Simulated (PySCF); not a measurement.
`C[C@@]1(Cl)C[C@H]1O`, C$_{4}$H$_{7}$ClO

Geometry:
```tsv
atom	x (Å)	y (Å)	z (Å)
C1	-1.342	0.705	-0.100
C2	-0.173	0.064	0.597
Cl3	-0.076	0.494	2.311
C4	0.279	-1.317	0.225
C5	1.141	-0.135	-0.115
O6	1.251	0.212	-1.455
H7	-1.285	0.486	-1.164
H8	-1.325	1.785	0.043
H9	-2.279	0.319	0.295
H10	0.617	-1.985	1.000
H11	-0.241	-1.798	-0.588
H12	2.051	0.005	0.464
H13	1.379	1.165	-1.531
```

Level of theory: PySCF 2.14.0, TDDFT B3LYP/aug-cc-pVDZ circular dichroism and optical rotation, one conformer, gas phase. Geometry: GFN2-xTB.

The molecule is flexible and this is one conformer; a measurement averages over conformers. States above about 7.2 eV (minus the energy of the highest occupied orbital) lie near or above the ionisation threshold and depend on the basis.

Problem. Draw the ECD and absorption spectra from the lowest 16 states, each a Gaussian of half-width 0.3 eV at 1/e height.

Solution. 
```
E (eV)  λ (nm)  Δε (L mol⁻¹ cm⁻¹)  ε (L mol⁻¹ cm⁻¹)
  5.28     235              +0.46              27.9
  5.38     230              +1.26              75.8
  5.48     226              +2.75               165
  5.58     222              +4.80               289
  5.68     218              +6.74               408
  5.78     214              +7.63               471
  5.88     211              +7.10               466
  5.98     207              +5.66               441
  6.08     204              +4.26               481
  6.18     201              +3.56               653
  6.28     197              +3.84               979
  6.38     194              +5.20              1410
  6.48     191              +7.28              1820
  6.58     188              +8.80              2080
  6.68     186              +8.15              2180
  6.78     183              +4.83              2210
  6.88     180              -0.03              2310
  6.98     178              -4.85              2550
  7.08     175              -9.28              3030
  7.18     173             -14.18              3800
  7.28     170             -20.52              4760
  7.38     168             -28.16              5610
  7.48     166             -35.22              5940
  7.58     164             -38.56              5520
```
Δε uses R in velocity form, ε uses f in length form. Only the states computed contribute, so the short-wavelength end is incomplete.
